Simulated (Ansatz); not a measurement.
Basis-set extrapolation for H$_{3}$MgN (`[NH2][MgH]`) (PBE0-D4/def2-TZVP geometry, frozen core, Ansatz 0.2.0). Multiplicity 1, RHF reference. For Mg the program correlates outer-core shells too, which these sets cover unevenly, so the extrapolated numbers aren't a true limit.

|  | def2-TZVPP | def2-QZVPP |
| --- | --- | --- |
| HF | -255.826099 | -255.838248 |
| MP2 correlation | -0.432226 | -0.489110 |
| CCSD(T) correlation | -0.463714 | -0.521685 |

Energies in hartree. Use E(X) = E(∞) + A·exp(−7.88·√X) for Hartree–Fock and E(X) = E(∞) + B·X^(−2.97) for correlation, with X = 3 and 4.

Task: What is the CCSD(T) energy at the basis-set limit?

Result: HF limit: -255.838248 + (-0.012149) × 0.13774 = -255.83992. Correlation limit: -0.521685 + (-0.057971) × 0.74074 = -0.56463. Total: -256.40455 hartree, 72.0 kcal/mol below CCSD(T)/def2-TZVPP.
